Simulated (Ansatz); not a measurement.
The same path of CH$_{3}$LiN (6 atoms, charge 0, multiplicity 2) was run twice with different band settings. The coordinate that changes most is the dihedral Li1–N2–C3–H5.

Method: Ansatz, UKS PBE-D4/6-31G*.

Relaxed end points:

```xyz
6
Properties=species:S:1:pos:R:3
Li -2.232 -0.611 -0.053
N -0.286 -0.487 -0.127
C 0.543 0.488 0.180
H 0.212 -1.247 -0.614
H 1.615 0.472 -0.060
H 0.148 1.384 0.674
```

```xyz
6
Properties=species:S:1:pos:R:3
Li -2.228 -0.632 -0.009
N -0.285 -0.487 -0.123
C 0.543 0.491 0.173
H 0.205 -1.236 -0.634
H 0.156 1.377 0.691
H 1.608 0.487 -0.098
```

Common settings: movable images 5; climbing image yes; optimiser quadratic models (default); start path IDPP; force threshold 0.03 eV/Å; iteration limit 60; end points relaxed.

| run | spring |
| --- | --- |
| 1 | 5.0 eV/Å² |
| 2 | 50.0 eV/Å² |

What does each run give, and how far can it be trusted?

Run 1: converged after 15 iterations, highest image 0.857 eV above the first end. A vibrational analysis at the climbing image gives one clearly imaginary mode, 1187i cm⁻¹: a first-order saddle point.
Run 2: converged after 15 iterations, highest image 0.857 eV above the first end. The profile has 2 maxima (images 1, 3) with wells between them (image 2): this band takes more than one step, which may be the mechanism or a detour left from its start path. Another band between the same ends (5 images) ends at a top of the same energy, where a vibrational analysis finds 1 clearly imaginary mode.
